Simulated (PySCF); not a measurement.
Compound: C4H7ClO.
Atom-mapped SMILES: `[Cl:1][CH2:2][CH:3]1[CH2:4][O:5][CH2:6]1` (hydrogens: H7, H8 on C2; H9 on C3; H10, H11 on C4; H12, H13 on C6)

Method: core-valence-separated Tamm–Dancoff BHandHLYP/aug-pcX-1 (pcseg-1 on H, def2-SVPD on Cl) in PySCF, non-relativistic, gas phase, PBE0-D3(BJ)/def2-SVP geometry. BHandHLYP without relativity tends to put these K edges a few eV too low, so spacings mean more than positions.

Problem. Give energies, oscillator strengths and core holes at the O K edge.

Solution. 
```
E (eV)       f  core hole on          main final orbital
532.94  0.0121            O5                      spread
533.51  0.0297            O5                 LUMO (39 %)
533.99  0.0096            O5               LUMO+1 (39 %)
534.37  0.0016            O5               LUMO+3 (33 %)
534.95  0.0232            O5  spread (2 roots, f summed)
535.27  0.0003            O5               LUMO+4 (64 %)
```

The first line with a tenth or more of the strongest one's intensity is at 532.94 eV (f = 0.012), with the hole on O5 (cyclic ether oxygen). The strongest listed is at 533.51 eV (f = 0.030; O5).

Problem. List the carbon K-edge absorption lines.

Solution. 
```
E (eV)       f  core hole on  main final orbital
285.01  0.0680            C2              spread
286.00  0.0193            C3         LUMO (44 %)
286.52  0.0416            C6              spread
286.58  0.0139            C3       LUMO+1 (46 %)
286.63  0.0463            C4              spread
286.81  0.0171            C3       LUMO+2 (35 %)
287.07  0.0103            C4         LUMO (72 %)
287.21  0.0185            C6       LUMO+1 (53 %)
287.23  0.0185            C2         LUMO (50 %)
287.32  0.0041            C3       LUMO+3 (41 %)
287.48  0.0314            C4              spread
287.57  0.0033            C3       LUMO+4 (57 %)
287.58  0.0328            C6              spread
287.65  0.0350            C2       LUMO+3 (38 %)
287.93  0.0033            C6         LUMO (56 %)
287.98  0.0157            C3              spread
288.05  0.0041            C3       LUMO+6 (43 %)
288.27  0.0085            C3              spread
288.29  0.0201            C4       LUMO+1 (35 %)
```

The first line with a tenth or more of the strongest one's intensity is at 285.01 eV (f = 0.068), with the hole on C2 (sp3 C–Cl carbon). It is also the strongest listed.

Roots within 0.03 eV whose holes lie on the same, on equivalent or on shared atoms are summed into one line, and the highest roots are left out, as the search may have cut off their partners. Final orbitals are the ground state's empty Kohn–Sham orbitals.

Problem. What length of transition dipole belongs to the line at 533.51 eV?

Solution. From f = (2/3) ΔE |μ|² in atomic units, with ΔE = 19.606 Eh and f = 0.0297: |μ| = 0.048 au = 0.12 D.

Only the lowest roots of each edge were sought.

Shape of the structure used: `[Cl:1][CH2:2][CH:3]1[CH2:4][O:5][CH2:6]1`: Cl1–C2–C3–C4 -166°.

One conformer stands for the species.
